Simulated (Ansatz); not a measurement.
in.yaml

```yaml
crystal:
  periodic: [false, false, false]
  atoms:
    - {symbol: Ti, position_ang: [0.000000, 0.000000, 1.444428]}
    - {symbol: Si, position_ang: [0.000000, 0.000000, -2.625572]}
    - {symbol: H, position_ang: [0.000000, 1.527869, 2.281911]}
    - {symbol: H, position_ang: [0.000000, -1.527869, 2.281911]}
basis:
  gaussian: {orbitals: def2-SVP}
magnetization: {spin_polarized: true, initial_magnetization: 4}
correlation: {method: ccsdt_q, electrons: outside_noble_gas}
```

```sh
$ ansatz run in.yaml --threads 1 --pin off --events-out ev --progress --plain --max-ram 2393MiB
```

The program prints:

```
1043 factors; integrals over basis functions are off by at most 1.8e-7 eV
mean field evaluation 1: about -30959.9818 eV, gradient 2.3e1 eV
mean field evaluation 2: about -30960.0152 eV, gradient 2.3e1 eV
mean field evaluation 4: about -30967.3312 eV, gradient 8.8e0 eV
mean field evaluation 8: about -30970.1296 eV, gradient 2.6e0 eV
mean field evaluation 16: about -30970.8968 eV, gradient 3.8e-3 eV
mean field evaluation 32: about -30971.0098 eV, gradient 7.9e-1 eV
mean field evaluation 64: about -30970.8463 eV, gradient 4.3e0 eV
mean field evaluation 96: about -30970.8968 eV, gradient 5.2e-3 eV
mean field evaluation 128: about -30970.8916 eV, gradient 1.3e-1 eV
mean field evaluation 160: about -30971.0276 eV, gradient 1.0e-1 eV
...
cycle  64  -4.01846789 eV  change    1.5e-7 eV  update   1.9e-6
cycle  65  -4.01846777 eV  change    1.1e-7 eV  update   1.1e-6
cycle  66  -4.01846766 eV  change    1.1e-7 eV  update   1.3e-6
cycle  67  -4.01846757 eV  change    9.5e-8 eV  update   1.5e-6
cycle  68  -4.01846743 eV  change    1.4e-7 eV  update   1.2e-6
cycle  69  -4.01846723 eV  change    2.0e-7 eV  update   1.4e-6
cycle  70  -4.01846707 eV  change    1.6e-7 eV  update   2.0e-6
cycle  71  -4.01846694 eV  change    1.3e-7 eV  update   2.3e-6
cycle  72  -4.01846675 eV  change    1.9e-7 eV  update   1.4e-6
cycle  73  -4.01846657 eV  change    1.8e-7 eV  update   1.2e-6
perturbative correction -0.00346005 eV, -0.0001271546 hartree
Total energy: -30975.07448478 eV, -1138.3129916559 hartree
```

Ran on 1 thread of Intel Xeon 6975P-C, shared host: 1.9 min wall, 0.56 GiB peak host memory.
